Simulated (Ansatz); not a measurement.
C3H5NO, SMILES `COC=C=N`. The species carries charge 0 and has multiplicity 1. All single points use the PBE0-D4/def2-TZVP geometry. It is one conformer, not always the lowest.

```xyz
10

C     0.018    0.015    1.750
O     0.248    0.729    0.553
C     0.471   -0.096   -0.517
C    -0.253   -0.014   -1.607
N    -0.968   -0.018   -2.598
H    -0.094    0.755    2.543
H    -0.891   -0.591    1.682
H     0.865   -0.641    1.987
H     1.307   -0.790   -0.471
H    -0.703    0.651   -3.322
```

**Question.** What is the dipole moment at ωB97M-V/def2-TZVPP? (An estimate is asked.)

**Answer.** The calculation gave: 1.15 D, with components (1.04, -0.18, 0.45) D in this frame, pointing from negative to positive charge.

**Question.** And with PBE, r2SCAN, B3LYP? (Best estimate.)

**Answer.** Computed: PBE 1.06 D, r2SCAN 1.11 D, B3LYP 1.17 D.

**Question.** Give the Mulliken charges with ωB97M-V, PBE, B3LYP in def2-TZVPP. (An estimate is asked.)

**Answer.** Ansatz gave: 
```csv
atom,ωB97M-V,PBE,B3LYP
C1,-0.16,-0.12,-0.11
O2,-0.29,-0.23,-0.30
C3,-0.04,-0.04,-0.03
C4,0.08,-0.02,0.05
N5,-0.20,-0.16,-0.19
H6,0.13,0.11,0.12
H7,0.11,0.09,0.10
H8,0.10,0.08,0.08
H9,0.11,0.09,0.10
H10,0.16,0.19,0.18
```

B3LYP here is the variant with VWN-RPA as its local correlation; programs differ in this.
